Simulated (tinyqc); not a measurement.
Inside a calculation. Method: extended Hueckel theory, for HCl+. The parameters take no account of the charge, which enters only through the electron count. One step of it, computed by the program tinyqc.

Task: Wolfsberg-Helmholz matrix. H_ij = K' S_ij (H_ii + H_jj)/2 for i != j (the diagonal keeps H_ii), with K' = 1.75.

overlap S:
```
           1Cl 3s   1Cl 3px   1Cl 3py   1Cl 3pz     2H 1s
1Cl 3s   1.000000  0.000000  0.000000  0.000000  0.477491
1Cl 3px  0.000000  1.000000  0.000000  0.000000  0.000000
1Cl 3py  0.000000  0.000000  1.000000  0.000000  0.000000
1Cl 3pz  0.000000  0.000000  0.000000  1.000000  0.569363
2H 1s    0.477491  0.000000  0.000000  0.569363  1.000000
```

diagonal H_ii (eV): 1Cl 3s -26.300000, 1Cl 3px -14.200000, 1Cl 3py -14.200000, 1Cl 3pz -14.200000, 2H 1s -13.600000

K = 1.750000

Give: H.

Result:

H (eV):
```
           1Cl 3s   1Cl 3px   1Cl 3py   1Cl 3pz     2H 1s
1Cl 3s   -26.3000    0.0000    0.0000    0.0000  -16.6704
1Cl 3px    0.0000  -14.2000    0.0000    0.0000    0.0000
1Cl 3py    0.0000    0.0000  -14.2000    0.0000    0.0000
1Cl 3pz    0.0000    0.0000    0.0000  -14.2000  -13.8498
2H 1s    -16.6704    0.0000    0.0000  -13.8498  -13.6000
```
